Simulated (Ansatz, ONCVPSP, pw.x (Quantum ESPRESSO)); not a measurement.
# What a changed setting does to a pw.x run (bcc W)

Potential: optimised norm-conserving Vanderbilt (ONCV), ONCVPSP 4.0.1.1 (patched build), PBEsol; core [Kr] 4d10 4f14, reference 5s2 5p6 5d4 6s2; waves: 5s+6s: rc 1.80 bohr, ncon 4, nbas 7, qcut 8.3 1/bohr, 2 projectors; 5p: rc 1.36 bohr, ncon 3, nbas 6, qcut 9.7 1/bohr, 2 projectors, debl 2.7 Ha; 5d: rc 2.35 bohr, ncon 4, nbas 9, qcut 6.9 1/bohr, 3 projectors, debl 1.8 Ha; local part: polynomial inside 1.36 bohr (lpopt 5, dvloc0 1 Ha); core correction: polynomial model core, fcfact 0.55.

The reference run (k-mesh 15³, cutoffs 90/360 Ry, Fermi–Dirac 0.01 Ry, mixing_beta 0.4, conv_thr 1e-9, no spin) gives -3.38 GPa at 15.687 Å³/atom, where all-electron LAPW gives 0.22 GPa. This run, with its own iteration cap, changes k-mesh points per axis to 6.

```
&control
  calculation='scf', prefix='x', pseudo_dir='./', outdir='./tmp', tstress=.true., disk_io='none'
/
&system
  ibrav=0, nat=1, ntyp=1, ecutwfc=90, ecutrho=360, nbnd=15,
  occupations='smearing', smearing='fd', degauss=0.01
/
&electrons
  conv_thr=1e-09, mixing_beta=0.4, electron_maxstep=50
/
ATOMIC_SPECIES
W 1.0 W.UPF
CELL_PARAMETERS angstrom
  -1.57698163 1.57698163 1.57698163
  1.57698163 -1.57698163 1.57698163
  1.57698163 1.57698163 -1.57698163
ATOMIC_POSITIONS crystal
W 0.0000 0.0000 0.0000
K_POINTS automatic
6 6 6 0 0 0
```

```bash
pw.x < W.scf.in > W.scf.out
```

Question: How does the run end?

Answer: It converges in 7 iterations; the free energy moves by -56.8 meV/atom and the pressure by -1.85 GPa.

```
Message from routine setup:
     using ibrav=0 with symmetry is DISCOURAGED, use correct ibrav instead
     lattice parameter (alat)  =       5.1616  a.u.
     unit-cell volume          =     105.8611 (a.u.)^3
     number of electrons       =        14.00
     number of Kohn-Sham states=           15
     kinetic-energy cutoff     =      90.0000  Ry
     charge density cutoff     =     360.0000  Ry
     scf convergence threshold =      1.0E-09
     Exchange-correlation= PBESOL
     number of k points=    16  Fermi-Dirac smearing, width (Ry)=  0.0100
     iteration #  1     ecut=    90.00 Ry     beta= 0.40
     total energy              =    -173.43922873 Ry
     estimated scf accuracy    <       0.03674108 Ry
     iteration #  2     ecut=    90.00 Ry     beta= 0.40
     total energy              =    -173.43959163 Ry
     estimated scf accuracy    <       0.00562016 Ry
     iteration #  3     ecut=    90.00 Ry     beta= 0.40
     total energy              =    -173.44028129 Ry
     estimated scf accuracy    <       0.00033834 Ry
     iteration #  4     ecut=    90.00 Ry     beta= 0.40
     total energy              =    -173.44029382 Ry
     estimated scf accuracy    <       0.00000194 Ry
     iteration #  5     ecut=    90.00 Ry     beta= 0.40
     total energy              =    -173.44029446 Ry
     estimated scf accuracy    <       0.00000011 Ry
     iteration #  6     ecut=    90.00 Ry     beta= 0.40
     total energy              =    -173.44029447 Ry
     estimated scf accuracy    <          7.5E-09 Ry
     iteration #  7     ecut=    90.00 Ry     beta= 0.40
     the Fermi energy is    22.7656 ev
!    total energy              =    -173.44029447 Ry
     estimated scf accuracy    <          1.2E-10 Ry
     smearing contrib. (-TS)   =      -0.00263038 Ry
     The total energy is F=E-TS. E is the sum of the following terms:
     one-electron contribution =     -13.56506039 Ry
     hartree contribution      =      15.71255263 Ry
     xc contribution           =     -55.90821256 Ry
     ewald contribution        =    -119.67694376 Ry
     convergence has been achieved in   7 iterations
          total   stress  (Ry/bohr**3)                   (kbar)     P=      -52.31
     Message from routine punch:
     Nothing written, as per user request (disk_io='none')
```

The run took about 2.7 s on one core of a shared host (Neoverse-V2, 96 threads, 742 GiB, load 39).
